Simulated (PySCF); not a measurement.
Isomers of C4H4FN, one GFN2-xTB conformer each. Single-point energies are computed at PBE0/pcSseg-1 (PySCF, gas phase, no added dispersion term), electronic only.

Problem. Rank them by PBE0/pcSseg-1 energy, lowest first (kcal/mol).
A. `[H]/N=C\C#CCF`
B. `C/C(C#N)=C/F`
C. `C/C(F)=C\C#N`
D. `N#CC1(F)CC1`
E. `Fc1cc[nH]c1`

Solution. E (0.0), C (10.3), B (16.2), D (26.5), A (53.9).

As drawn, the lowest has an aromatic ring, which the highest lacks; the highest has a C≡C bond and a C=N bond, which the lowest lacks. GFN2-xTB itself gives, in the same order: 0.0, 30.7, 35.4, 38.1, 59.1. Both levels put the same isomer lowest; measured from each level's own lowest isomer, the values differ by up to 20.4 kcal/mol (C/C(F)=C\C#N: 30.7 against 10.3).

Problem. Which frontier levels, dipoles and rotational constants go with these structures?

Solution. 
```csv
SMILES,"HOMO (eV, PBE0/pcSseg-1)",LUMO (eV),dipole (D),"A, B, C (MHz)"
Fc1cc[nH]c1,-6.31,0.90,3.31,"9183, 3457, 2511"
C/C(F)=C\C#N,-7.98,-1.32,3.14,"8909, 2211, 1791"
C/C(C#N)=C/F,-7.97,-1.31,4.77,"4489, 3406, 1960"
N#CC1(F)CC1,-8.71,-0.16,3.89,"6090, 3202, 2514"
[H]/N=C\C#CCF,-8.03,-1.49,2.32,"21987, 1303, 1240"
```
